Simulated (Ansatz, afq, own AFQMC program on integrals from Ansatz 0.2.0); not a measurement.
# Atomization energy of CrCH3, sextet

```yaml
atoms:
  - { symbol: Cr, position_ang: [-0.4772, 0.0036, 0.0028] }
  - { symbol: C, position_ang: [1.5741, -0.0119, -0.0094] }
  - { symbol: H, position_ang: [1.9449, -1.0425, -0.0066] }
  - { symbol: H, position_ang: [1.9618, 0.5034, 0.8759] }
  - { symbol: H, position_ang: [1.9511, 0.4948, -0.9043] }
```

Connectivity, by distances: Cr–CH3.

Atoms in their ground-state spins without spin–orbit coupling (mostly on UHF) minus the molecule (UHF), without zero-point energy. The geometry is a stationary point, not shown to be a minimum.

Basis def2-SVP. Noble-gas cores (and the filled d shells of Ga–Kr and In–Xe) are frozen. Ansatz 0.2.0 and our own AFQMC program on the same integrals; the CISD trial comes from CCSD amplitudes, and released means the phaseless constraint is let go. ± is one standard error of the sampling. The metal's outer-core s and p shells are frozen, which shifts wave-function levels against functionals. The errors of all members are added in quadrature.

No full CI on the walks' own integrals is used here; CCSDT(Q) serves as the reference and is uncertain by about the last step of the cluster series. Each member takes its own surest rung, up to full CI.

The best estimate is CCSD(T) at the basis-set limit (CBS: def2-TZVPP and def2-QZVPP, with their diffuse functions for anions and beside diffuse sets, CCSD(T) itself extrapolated) plus the step from CCSD(T) to CCSDT(Q) in def2-SVP. Rows without CBS are in def2-SVP, the functionals in def2-TZVP; B2PLYP and the wave-function rows carry a basis error of their own. Core correlation and relativity beyond core potentials are missing, and ± holds the sampling alone.

Cautions: no relativity below Rb; outer-core shells of the metal frozen; CrCH₃ (sextet): strong correlation (T1 0.051, weight of the determinant 0.84, largest double 0.04), unrestricted determinant slightly spin contaminated (⟨S²⟩ 8.81 against 8.75), its ph-AFQMC/CISD value lies 32 ± 5 meV above CCSDT(Q).

Best estimate: 1473.0 kJ/mol.

```tsv
level	atomization energy (kJ/mol)	error against the best estimate (kJ/mol)
HF	1056.5	-416.5
MP2	1358.3	-114.7
CCSD	1378.9	-94.1
CCSD(T)	1393.0	-80.0
CCSDT	1394.7	-78.3
CCSDT(Q)	1396.1	-76.9
ph-AFQMC/CISD	1393.9 ± 0.5	-79.1 ± 0.5
released AFQMC	1394.4 ± 0.7	-78.6 ± 0.7
HF/CBS	1059.2	-413.8
MP2/CBS	1428.0	-45.0
CCSD(T)/CBS	1469.8	-3.2
PBE	1500.4	27.4
r2SCAN	1477.1	4.1
PBE0	1465.7	-7.3
B3LYP	1478.9	5.9
wB97M-V	1475.3	2.3
B2PLYP	1457.7	-15.3
```

Correlation beyond CCSD(T) adds 3.2 kJ/mol. Going to the basis-set limit adds 76.9 kJ/mol at CCSD(T). The perturbative (T) step is worth +14.1 kJ/mol. Where the cautions show a poor determinant, the low rows tell how each method copes with it, not its usual error.

Best estimates are given only where the step beyond CCSD(T) is under 0.3 eV and no member's determinant is very poor (T1 over 0.05, or 0.07 for open shells, ⟨S²⟩ too high by 0.3, two states mixed), so the hardest cases are missing from such tables.

The functionals ran in a triple-zeta set and keep a basis error of their own, a few kJ/mol for each bond in atomization energies and more for double hybrids, so close places among them and the extrapolated levels can swap.

CCSDT and higher add their correlation energy to the determinant of the CCSD(T) run, since their own runs factorise the integrals more tightly (a shift of under 2 meV). Each member of a difference takes its own highest rung, so a best estimate needn't equal the limit plus the step of one row. A walk keeps the symmetry of its determinant, which the program's search chose and which needn't be the lowest solution, so a lower state of the same spin and another symmetry isn't excluded. Released energies are given only where the last usable release times agree within the noise; a slower fall can still hide under it.
